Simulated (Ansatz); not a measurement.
# Relaxing ReCl

Computed with DFT PBE, scalar-relativistic, plane waves, PAW in Ansatz 0.2.0. Cutoff 420 eV, Γ-centred k mesh, Gaussian smearing, no spin polarisation in the final step.

ReCl was placed on the wurtzite structure type (P6_3mc, No. 186), with Re in place of Zn, Cl in place of O, at a guessed volume.

```yaml
crystal:
  lattice:
    - [3.99686, 0.00000, 0.00000]
    - [-1.99843, 3.46138, 0.00000]
    - [0.00000, 0.00000, 6.40083]
  atoms:
    - { symbol: Re, position: [0.33333, 0.66667, 0.00000] }
    - { symbol: Re, position: [0.66667, 0.33333, 0.50000] }
    - { symbol: Cl, position: [0.33333, 0.66667, 0.38210] }
    - { symbol: Cl, position: [0.66667, 0.33333, 0.88210] }
```

Cell and atoms relax at zero pressure; the relaxation can't lower the symmetry of the start. After a coarse first stage the cell is made exact in the group found at 0.06 Å.

Energies over the elements count from the elements' standard structures at the same level (Cl₂ as a molecule), with no empirical corrections.

Task: Describe the relaxed structure.

Result: It keeps P6_3mc (No. 186), but not the shape of the type it started on. Conventional cell: a = 2.796 Å, c = 13.997 Å. Re has 1 Cl at 2.16 Å; Cl has 1 Re at 2.16 Å.

```
Re Cl
1.0
     2.79580    0.00000    0.00000
    -1.39790    2.42123    0.00000
     0.00000    0.00000   13.99684
Re Cl
2 2
Direct
  0.33333 0.66667 0.11380
  0.66667 0.33333 0.61380
  0.33333 0.66667 0.26830
  0.66667 0.33333 0.76830
```

Task: What are its volume, energy, density and gap?

Result: The volume per atom is 23.7 Å³, the density is 7.8 g/cm³ and the energy over the elements is 0.72 eV/atom. The gap on the 18×18×4 mesh is 0 eV (a metal).

The final run used a 18×18×4 mesh on its 4-atom cell and 0.10 eV smearing. The k mesh leaves about 4 meV/atom of noise in metals. Weakly bound directions are ill-defined at this level, which has no dispersion term. Spin–orbit coupling is left out. Symmetry constrained the relaxation, so the result can be a saddle point. The steps took of the order of 18 core-minutes in all.